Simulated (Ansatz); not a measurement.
# C3H5F: the cost of one run

Program: Ansatz 0.2.0. Level of theory: RKS B3LYP/6-31G*. These are calculated values, not measurements.

### 1 The system as given

Bond lengths: C1–C2 1.491 Å, C2–C3 1.353 Å, C3–F4 1.299 Å, C1–H5 1.103 Å, C1–H6 1.081 Å, C1–H7 1.112 Å, C2–H8 1.051 Å, C3–H9 1.073 Å. Angles: C1–C2–C3 122.7°, C1–C2–H8 116.3°, C3–C2–H8 121.0°, C2–C1–H5 110.1°, C2–C1–H6 110.2°, C2–C1–H7 113.9°, H5–C1–H6 105.6°, H5–C1–H7 109.5°, H6–C1–H7 107.2°, C2–C3–F4 120.5°, C2–C3–H9 124.1°, F4–C3–H9 115.4°.

Coordinates:

```xyz
9

C    -0.3804    0.5875   -0.8744
C    -0.4134   -0.3322    0.2990
C     0.6843   -0.6115    1.0395
F     1.8280   -0.0665    0.7546
H    -0.7264    0.0600   -1.7788
H    -1.0754    1.4026   -0.7287
H     0.6188    1.0366   -1.0661
H    -1.3451   -0.7597    0.5291
H     0.6834   -1.2592    1.8947
```

### 2 Relaxing the start

The input, input.yaml:

```yaml
crystal:
  periodic: [false, false, false]
  atoms:
    - { symbol: C, position_ang: [-0.3804, 0.5875, -0.8744] }
    - { symbol: C, position_ang: [-0.4134, -0.3322, 0.299] }
    - { symbol: C, position_ang: [0.6843, -0.6115, 1.0395] }
    - { symbol: F, position_ang: [1.828, -0.0665, 0.7546] }
    - { symbol: H, position_ang: [-0.7264, 0.06, -1.7788] }
    - { symbol: H, position_ang: [-1.0754, 1.4026, -0.7287] }
    - { symbol: H, position_ang: [0.6188, 1.0366, -1.0661] }
    - { symbol: H, position_ang: [-1.3451, -0.7597, 0.5291] }
    - { symbol: H, position_ang: [0.6834, -1.2592, 1.8947] }
basis:
  gaussian: { orbitals: "6-31G*" }
hamiltonian:
  xc: b3lyp
relax:
  f_tol: 0.02
  max_steps: 40
scf:
  lower_state_search: "off"
output:
  orbitals: {}
```

Started as:

```
ansatz run input.yaml --threads 1 --pin off --max-ram 2048MiB --backend cpu --events-out ev --progress --plain --runs-dir out
```

What time and memory should one allow on 1 thread of Arm Neoverse N1, shared host?

About 19 s, with a peak of 0.11 GiB.
